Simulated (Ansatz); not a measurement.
A run on `C/N=C(\F)OC` with other settings.

```yaml
crystal:
  periodic: [false, false, false]
  atoms:
    - {symbol: C, position_ang: [-1.674050, -0.340590, 1.126990]}
    - {symbol: N, position_ang: [-0.513439, 0.092804, 0.390874]}
    - {symbol: C, position_ang: [0.170171, -0.720822, -0.258364]}
    - {symbol: F, position_ang: [-0.063544, -2.029971, -0.356930]}
    - {symbol: O, position_ang: [1.248965, -0.448346, -0.968667]}
    - {symbol: C, position_ang: [1.641871, 0.918718, -0.970598]}
    - {symbol: H, position_ang: [-1.546901, -0.081159, 2.181036]}
    - {symbol: H, position_ang: [-1.877342, -1.412847, 1.053728]}
    - {symbol: H, position_ang: [-2.550072, 0.205590, 0.768179]}
    - {symbol: H, position_ang: [2.532536, 0.965838, -1.593111]}
    - {symbol: H, position_ang: [1.861048, 1.253155, 0.044390]}
    - {symbol: H, position_ang: [0.847758, 1.542432, -1.383426]}
basis:
  gaussian: {orbitals: def2-SVPD}
hamiltonian: {xc: {name: B3LYP5}, pseudopotentials: {relativity: scalar}}
accuracy: high
```

```sh
$ ansatz run in.yaml --threads 4 --pin off --events-out ev --progress --plain --max-ram 10444MiB
```

Shortened log:

```
Functional definition: B3LYP5
3581 factors; integrals over basis functions are off by at most 3.6e-9 eV
mean field evaluation 1: about -9448.0273 eV, gradient 6.3e1 eV
mean field evaluation 2: about -9439.1521 eV, gradient 9.0e1 eV
mean field evaluation 4: about -9456.1162 eV, gradient 5.4e0 eV
mean field evaluation 8: about -9456.3837 eV, gradient 8.8e-1 eV
mean field evaluation 16: about -9456.3852 eV, gradient 1.1e-4 eV
mean field -9456.38517093 eV, -347.5157452637 hartree, gradient 4.9e-8 eV, S^2 0.000000; 0 other end points of the search recorded, 0 dependent functions left out
reference -9456.38521592 eV, -347.5157469170 hartree; 24, 24 occupied and 150, 150 virtual orbitals, 3581 factors
Total energy: -9456.38521592 eV, -347.5157469170 hartree
Relativity: scalar
```

Hardware: 4 threads of an Intel Xeon 6975P-C on a shared host. Wall time 3.8 s, peak host memory 1 GiB.
